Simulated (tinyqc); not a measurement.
Inside a calculation. Method: CIS and TDHF on RHF in the sto-3g basis, frozen core, for H2F+, spin multiplicity 1. One step of it, computed by the program tinyqc.

Problem. CIS matrix, triplets. A(ia,jb) = (e_a - e_i) d_ij d_ab - (ij|ab).

orbital energies (hartree): MO1 -26.606768, MO2 -2.016188, MO3 -1.121995, MO4 -1.053592, MO5 -1.019706, MO6 -0.056154, MO7 0.056177

Two-electron integrals over orbitals (pq|rs), unique and non-zero (hartree); the lowest 1 orbital is frozen and left out:
```
(22|22) 0.860462    (32|32) 0.155596    (33|22) 0.756617    (33|33) 0.730293
(42|22) -0.004571   (42|33) -0.009537   (42|42) 0.157331    (43|32) 0.005513
(43|43) 0.050287    (44|22) 0.799768    (44|33) 0.701091    (44|42) -0.087507
(44|44) 0.852425    (52|52) 0.182403    (53|53) 0.038341    (54|52) -0.035607
(54|54) 0.052782    (55|22) 0.881738    (55|33) 0.745771    (55|42) -0.056637
(55|44) 0.816274    (55|55) 0.997514    (62|22) -0.141496   (62|33) -0.090352
(62|42) -0.046564   (62|44) -0.087817   (62|55) -0.142807   (62|62) 0.076954
(63|32) 0.018167    (63|43) 0.017346    (63|63) 0.062247    (64|22) -0.158924
(64|33) -0.098214   (64|42) 0.024449    (64|44) -0.164305   (64|55) -0.167779
(64|62) 0.060017    (64|64) 0.091877    (65|52) -0.048535   (65|54) -0.010239
(65|65) 0.025380    (66|22) 0.574875    (66|33) 0.551702    (66|42) 0.065497
(66|44) 0.541395    (66|55) 0.550097    (66|62) -0.058599   (66|64) -0.031394
(66|66) 0.546306    (72|32) -0.066152   (72|43) 0.024472    (72|63) 0.025835
(72|72) 0.054637    (73|22) -0.208318   (73|33) -0.165725   (73|42) 0.062514
(73|44) -0.189436   (73|55) -0.231414   (73|62) 0.065324    (73|64) 0.099091
(73|66) -0.019808   (73|73) 0.162775    (74|32) 0.057858    (74|43) -0.003110
(74|63) 0.044661    (74|72) -0.009744   (74|74) 0.053686    (75|53) -0.025190
(75|75) 0.018778    (76|32) 0.085169    (76|43) 0.051912    (76|63) 0.076188
(76|72) 0.008840    (76|74) 0.065940    (76|76) 0.155014    (77|22) 0.595753
(77|33) 0.598571    (77|42) 0.012265    (77|44) 0.571141    (77|55) 0.581082
(77|62) -0.041009   (77|64) -0.027971   (77|66) 0.536253    (77|73) -0.056214
(77|77) 0.566236
```

Give: CIS matrix A, triplet.

Solution.

CIS matrix A, triplet (hartree), lower triangle:
```
         2>6      2>7      3>6      3>7     4>6     4>7     5>6     5>7
2>6   1.3852
2>7   0.0000   1.4766
3>6   0.0000  -0.0852   0.5141
3>7  -0.0852   0.0000   0.0000   0.5796
4>6  -0.0655   0.0000   0.0000  -0.0519  0.4560
4>7   0.0000  -0.0123  -0.0519   0.0000  0.0000  0.5386
5>6   0.0000   0.0000   0.0000   0.0000  0.0000  0.0000  0.4135
5>7   0.0000   0.0000   0.0000   0.0000  0.0000  0.0000  0.0000  0.4948
```
